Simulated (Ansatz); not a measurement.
`OC(F)(F)Cl` + H₂ → `OC(F)Cl` + H–F at 500 K and 1 bar (hydrogenolysis of a C–F bond).

Isolated molecules relaxed with PBE0-D4/def2-TZVP in Ansatz; ΔE leaves out vibrations. CBS: MP2 limit from def2 TZ/QZ plus the TZ coupled-cluster correction, frozen cores. This one scheme is used for every species. Each species was taken in one conformer, which may not be the lowest.

| species | CCSD(T)/CBS energy (Eh) | H − E (kJ/mol) | S (J/(mol·K)) |
| --- | --- | --- | --- |
| `OC(F)(F)Cl` | -773.18536 | 103.8 | 346.2 |
| H₂ | -1.17544 | 41.0 | 145.5 |
| `OC(F)Cl` | -673.99326 | 122.5 | 324.0 |
| H–F | -100.39570 | 39.4 | 188.7 |

H − E and S are ideal-gas, rigid-rotor, harmonic terms from PBE0-D4/def2-TZVP, for one conformer and one mirror image of each species. The MP2-based limit puts H₂ 0.8 mEh under its directly extrapolated value; such offsets cancel only in part. 1 Eh = 2625.50 kJ/mol, R = 8.31446 J/(mol·K).

**Question.** By hand: ΔE, ΔH, ΔS and ΔG.

**Answer.** ΔE = (-673.99326) + (-100.39570) − (-773.18536) − (-1.17544) = -0.02816 Eh = -73.9 kJ/mol. Δ(H − E) = 122.5 + 39.4 − 103.8 − 41.0 = 17.1, so ΔH = -56.8 kJ/mol. ΔS = 324.0 + 188.7 − 346.2 − 145.5 = 21.0 J/(mol·K). ΔG = -56.8 − 500 × (21.0)/1000 = -67.3 kJ/mol.

**Question.** By hand: the equilibrium constant, and the temperature at which ΔG would vanish if ΔH and ΔS stayed fixed.

**Answer.** log₁₀ K = −ΔG/(RT ln 10) = 7.0. ΔH and −TΔS have one sign here, so there is no such temperature.

ΔH outweighs TΔS. A doubt of 5 kJ/mol in ΔE shifts log₁₀ K by 0.5 here. Other conformers and mirror images would add mixing entropy, several J/(mol·K) or more a flexible species. These are equilibria of isolated gas molecules and say nothing of rates. Largest T1 diagnostic: 0.011 (customary marks: 0.02 for closed shells, 0.045 for open ones).
